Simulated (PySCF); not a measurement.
Static polarisabilities and like-pair C6 coefficients by linear response at PBE0/aug-cc-pVTZ (PySCF, frozen core in the response, non-relativistic, gas phase), PBE0-D3(BJ)/def2-TZVP geometries, one conformer each; atomic units unless stated.

| label | species | α | C6 |
| --- | --- | --- | --- |
| P | HPO, `O=P` | 28.4 | 284.1 |
| Q | cyclopropylamine, `NC1CC1` | 45.9 | 909.6 |
| R | sulfuric acid, `O=S(=O)(O)O` | 35.4 | 664.2 |
| S | azetidine, `C1CNC1` | 45.2 | 896.6 |

Question: Estimate the unlike-pair coefficients by the rule C6(AB) = 2·C6(AA)·C6(BB) / [C6(AA)·αB/αA + C6(BB)·αA/αB], and compare with the geometric mean.

Answer: 
```csv
pair,combination rule,geometric mean,ratio
PQ,505.7,508.4,0.995
PR,425.4,434.4,0.979
PS,501.5,504.7,0.994
QR,773.3,777.3,0.995
QS,903,903.1,1.000
RS,768.4,771.7,0.996
```

The rule is exact for one-pole polarisabilities and never exceeds the geometric mean; the two meet where both partners have the same effective excitation energy. These unlike-pair values are estimates, not computed integrals.
